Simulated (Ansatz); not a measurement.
System: Cu3AsS4 (Pmn2₁, No. 31). Method: r²SCAN (Ansatz, a program for electronic structure, PAW).

Numerical settings: plane-wave cutoff 560 eV, 6×6×6 k mesh, Fermi–Dirac smearing 0.01 eV, no spin polarisation, scalar-relativistic PAW data made under PBE.

Computed at the level's own relaxed cell.

Q: What does this level give for the volume per atom, bulk modulus B0, band gap and pressure derivative B′ of the bulk modulus?

A: 
- volume per atom = 18.09 Å³/atom
- bulk modulus B0 = 81.3 GPa
- band gap = 0.16 eV (direct)
- pressure derivative B′ of the bulk modulus = 4.8

Measured, for comparison: band gap 1.24 eV (temperature not stated, no zero-point or thermal correction; as tabulated in Kim et al. (2020), doi:10.1038/s41597-020-00723-8).

Note: the bulk modulus comes from volumes at which shape and atoms were relaxed.

Spin–orbit coupling is not included.

Static lattice: no zero-point or thermal effects.
